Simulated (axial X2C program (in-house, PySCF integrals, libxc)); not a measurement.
## Low determinants of CS⁺ at the PBE0 level, two-component

Computed with an in-house all-electron X2C program for linear molecules (integrals from PySCF). Two-component (2c) means X2C with spin–orbit coupling and atomic mean-field two-electron Coulomb and Gaunt terms. Basis: S dyall-av3z [9s8p3d2f], C dyall-v3z [7s6p2d1f] (cores contracted in-house); Gaussian nuclei, density fitting, unrestricted open shells. Masses: S 31.972 u, C 12.000 u.

Search at 1.492 Å (vertical energies from the lowest determinant):

```tsv
ΔE (eV)	state	electrons beyond evenly filled partner blocks	electrons in ±ω = 1/2, 3/2, 5/2, 7/2
0.00	Ω = 1/2	ω = 1/2	17 4 0 0
1.93	Ω = 3/2	ω = 3/2	18 3 0 0
4.37	Ω = 7/2	ω = 1/2, 2 × ω = 3/2	17 4 0 0
4.41	Ω = 3/2	ω = 3/2	16 5 0 0
5.24	Ω = 5/2	2 × ω = 1/2, ω = 3/2	16 5 0 0
```

Lowest determinant, Ω = 1/2 (⟨Sz⟩ = 0.50, ⟨Lz⟩ = 0.00 at PBE0): Re = 1.487 Å, ωe = 1432.7 cm⁻¹.

The determinant in row 2 of the search, Ω = 3/2 (⟨Sz⟩ = 0.50, ⟨Lz⟩ = 1.00 at PBE0), was followed along the bond at PBE0; measured from the minimum of the lowest determinant it gives:

Te = 1.434 eV (11563 cm⁻¹), Re = 1.638 Å, ωe = 1055.3 cm⁻¹.

Task: Compare the bond of the determinant in row 2 with that of the lowest one.

Result: At PBE0 its Re is 0.151 Å longer and its force constant, which goes as ωe², is 0.54 times that of the lowest determinant. T0 ≈ Te + Δωe/2 = 11563 + (-189) = 11374 cm⁻¹.

The search compares states at one distance, so a state with another bond length can lie lower; it is not exhaustive and yields mostly the lowest determinant of each block pattern, so other components and higher states of one pattern are missing. These are energies of single determinants, not of spin-adapted states; PBE0 term energies can be off by some tenths of an eV, and the functional has no current term.
